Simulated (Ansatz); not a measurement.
# Al₂H (doublet): wave-function methods side by side at a displaced geometry (v2), cc-pVTZ

How much of the correlation energy of Al₂H (doublet) does each wave-function method recover here?

Computed with Ansatz 0.2.0, Gaussian basis. Level: cc-pVTZ, core rule «outside noble gas», up to 10 orbitals frozen.

Plan: UHF; CCSD(T) on ROHF; CCSD(T) on UHF; BCCD(T) on ROHF; CCSDT(Q) on ROHF; CCSDT(Q) on UHF; CASSCF and NEVPT2, 7 electrons in 9 orbitals.

23 further runs of the same task are left out: 8 that didn't finish, 15 set aside as unsound or not needed.

**1. The geometry**

The geometry is a PBE0/def2-TZVP stationary point (not a proven minimum) with its atoms shifted at random (size 0.100 Å).

3 atoms, charge 0, spin multiplicity 2.

Atoms are counted from 1 here; the program's logs count them from 0.

Bond lengths: Al1–Al2 2.670 Å, Al1–H3 1.625 Å. Angles: Al2–Al1–H3 173.3°.

**2. UHF**

in.yaml

```yaml
crystal:
  periodic: [false, false, false]
  atoms:
    - {symbol: Al, position_ang: [0.084376, 0.005225, 0.347567]}
    - {symbol: Al, position_ang: [-0.080498, 0.013599, -2.317777]}
    - {symbol: H, position_ang: [-0.003878, -0.018825, 1.970210]}
basis:
  gaussian: {orbitals: cc-pVTZ}
magnetization: {spin_polarized: true, initial_magnetization: 1}
hamiltonian: {xc: hf}
output: {orbitals: {seedname: orbitals}}
```

Run with:

```bash
$ ansatz run in.yaml --threads 1 --pin off --events-out ev --progress --plain --max-ram 2393MiB
```

After this run come: CCSD(T) on ROHF; CCSD(T) on UHF; BCCD(T) on ROHF; CCSDT(Q) on ROHF; CCSDT(Q) on UHF; CASSCF and NEVPT2, 7 electrons in 9 orbitals.

Q: Predict the results of all the runs planned. Wanted: UCCSDT(Q) below the RHF energy; RMP2 from UCCSDT(Q); UMP2 from UCCSDT(Q); RCCSD from UCCSDT(Q); RCCSD(T) from UCCSDT(Q); UCCSD(T) from UCCSDT(Q); RCCSDT(Q) from UCCSDT(Q); NEVPT2 valence from UCCSDT(Q); T1 diagnostic.

The runs gave:

| quantity | value |
| --- | --- |
| UCCSDT(Q) below the RHF energy | -4.2527 eV |
| RMP2 from UCCSDT(Q) | +1064.8 meV |
| UMP2 from UCCSDT(Q) | +1123.6 meV |
| RCCSD from UCCSDT(Q) | +229.8 meV |
| RCCSD(T) from UCCSDT(Q) | +53.9 meV |
| UCCSD(T) from UCCSDT(Q) | +56.0 meV |
| RCCSDT(Q) from UCCSDT(Q) | +0.3 meV |
| NEVPT2 valence from UCCSDT(Q) | +704.1 meV |
| levels within 1 kcal/mol (43 meV) | RCCSDT, UCCSDT, RCCSDT(Q) |
| T1 diagnostic | 0.024 |
| effectively unpaired electrons | 1.12 |

**Reading.** RCCSD(T) misses by +53.9 meV, 1.3 % of the correlation energy. One determinant dominates. Coupled cluster took another determinant than the lowest Hartree-Fock one. These misses are within one basis, not against nature; the frozen cores of restricted and unrestricted runs differ, which can shift their rows.
